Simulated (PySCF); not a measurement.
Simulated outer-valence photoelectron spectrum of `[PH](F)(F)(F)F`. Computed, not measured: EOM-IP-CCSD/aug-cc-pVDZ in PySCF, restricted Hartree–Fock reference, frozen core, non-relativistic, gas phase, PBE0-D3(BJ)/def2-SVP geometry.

Each root has a Gaussian of 0.6 eV full width with its one-hole share as area; cross sections and vibrations are left out, and the highest printed point is 100.

ionisation energy (eV), intensity and a bar:
```
     13.0          0 
     13.1          1 
     13.2          2 
     13.3          4 #
     13.4         10 ###
     13.5         18 #####
     13.6         30 #########
     13.7         41 ############
     13.8         49 ###############
     13.9         50 ###############
     14.0         44 #############
     14.1         33 ##########
     14.2         21 ######
     14.3         12 ###
     14.4          6 ##
     14.5          4 #
     14.6          5 #
     14.7         10 ###
     14.8         21 ######
     14.9         40 ############
     15.0         62 ###################
     15.1         85 #########################
     15.2         99 ##############################
     15.3         98 #############################
     15.4         84 #########################
     15.5         62 ##################
     15.6         39 ############
     15.7         23 #######
     15.8         17 #####
     15.9         20 ######
     16.0         33 ##########
     16.1         54 ################
     16.2         77 #######################
     16.3         95 ############################
     16.4        100 ##############################
     16.5         91 ###########################
     16.6         71 #####################
     16.7         49 ###############
     16.8         33 ##########
     16.9         29 #########
     17.0         36 ###########
     17.1         54 ################
     17.2         76 #######################
     17.3         94 ############################
     17.4        100 ##############################
     17.5         91 ###########################
     17.6         71 #####################
     17.7         48 ##############
     17.8         27 ########
     17.9         13 ####
     18.0          6 ##
     18.1          2 #
     18.2          1 
     18.3          0
```

Question: Where are the maxima, and how many lines lie under the curve?

Answer: 4 maxima, at 13.9, 15.3, 16.4 and 17.4 eV, from 6 lines (7 roots with degenerate partners counted). At this width some lines have no maximum of their own.

Question: List the lines with their holes.

Answer: 
```csv
E (eV),leading hole (HF orbital),area,Koopmans (eV)
13.86,HOMO,0.96,15.09
15.25,HOMO-1/HOMO-2,1.90,17.80
16.38,HOMO-4,0.95,18.86
16.38,HOMO-3,0.95,18.49
17.38,HOMO-5,0.95,19.73
17.40,HOMO-6,0.95,19.75
```

The widest gap, 1.39 eV, lies between 13.86 and 15.25 eV. Only orbitals with −ε under 21 eV, eight at most, were ionised, so the high end of the curve may lack lines.

On an Intel Xeon Platinum 8259CL at 2.50 GHz with one thread, shared host, this took 2.5 min of wall time and 1.9 GiB of memory at its peak.
